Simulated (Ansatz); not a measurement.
The parent structure is C in the diamond structure (space group Fd-3m, No. 227).

Space group Fd-3m, origin choice 1 (No. 227); a = b = c = 3.572 Å, α = β = γ = 90.00°

```json
[
 {"atom": "C", "site": "8a", "symmetry": "-43m", "x": "0.0000", "y": "0.0000", "z": "0.0000"}
]
```
(The calculation used a cell of 2 atoms; values per cell refer to that cell.)

Levels (all Ansatz, a quantum-chemistry and plane-wave program, PAW, earlier PAW set): PBE (420 eV, no spin-orbit coupling); r2SCAN (500 eV, without spin-orbit coupling).

Levels that relaxed their own cell: PBE and r2SCAN.

```csv
level,band gap,lattice parameter a
PBE,4.13 eV,3.572 Å
r2SCAN,4.36 eV,3.560 Å
```

Measured: band gap 5.48 eV (0 K or low temperature; as listed in arXiv:1206.3780); lattice parameter a 3.553 Å (static lattice; corrected from measurement; as listed in Daniel Mejia-Rodriguez, S. B. Trickey, Phys. Rev. B (2018)).

Computed minus measured — band gap: PBE -1.35 eV, r2SCAN -1.12 eV (closest: r2SCAN); lattice parameter a: PBE +0.5 %, r2SCAN +0.2 % (closest: r2SCAN). Measured values not marked as corrected hold thermal and zero-point effects that the static-lattice runs lack. A measured gap can be an optical one, lowered by exciton binding.

Stability against distortions was not tested.
